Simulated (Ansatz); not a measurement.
# BH₂Cl (triplet): wave-function methods side by side, def2-QZVPP

The task here is to estimate one member of a computed series from the others.

Computed with Ansatz 0.2.0, Gaussian basis. Level: def2-QZVPP, core rule «outside noble gas», up to 6 orbitals frozen.

The runs, in order: UHF; ROHF; CCSD(T) on UHF.

2 further runs of the same task are left out: 2 set aside as unsound or not needed.

### The system

The geometry is a PBE0/def2-TZVP stationary point (not a proven minimum) of the parent state, kept for this charge and spin.

4 atoms, charge 0, spin multiplicity 3.

Atoms are counted from 1 here; the program's logs count them from 0.

Bond lengths: B1–Cl2 1.733 Å, B1–H3 1.190 Å, B1–H4 1.190 Å. Angles: Cl2–B1–H3 118.1°, Cl2–B1–H4 118.1°, H3–B1–H4 123.8°.

Set-up of the first run:

File in.yaml:

```yaml
crystal:
  periodic: [false, false, false]
  atoms:
    - {symbol: B, position_ang: [0.000000, 0.000000, 1.249289]}
    - {symbol: Cl, position_ang: [0.000000, 0.000000, -0.483890]}
    - {symbol: H, position_ang: [0.000000, 1.049651, 1.810265]}
    - {symbol: H, position_ang: [0.000000, -1.049651, 1.810265]}
basis:
  gaussian: {orbitals: "def2-QZVPP.json"}
magnetization: {spin_polarized: true, initial_magnetization: 2}
hamiltonian: {xc: hf}
output: {orbitals: {seedname: orbitals}}
```

Command:

```sh
$ ansatz run in.yaml --threads 1 --pin off --events-out ev --progress --plain --max-ram 2393MiB
```

Steps of the session up to this table: UHF; ROHF; CCSD(T) on UHF.

One of the session's tables, all rows but one given; the rest of the session is left out.

It belongs to the step «Misses and costs». 

```
  method  from UCCSD(T) (meV)
    ROHF             +10195.6
     UHF                    ?
    UMP2              +1485.4
   UCCSD               +467.0
UCCSD(T)                    0
```

**Question.** Estimate the row for UHF.

**Answer.** from UCCSD(T) (meV): +9965.3. In the column «from UCCSD(T) (meV)» it lies between UMP2 (+1485.4) and ROHF (+10195.6).
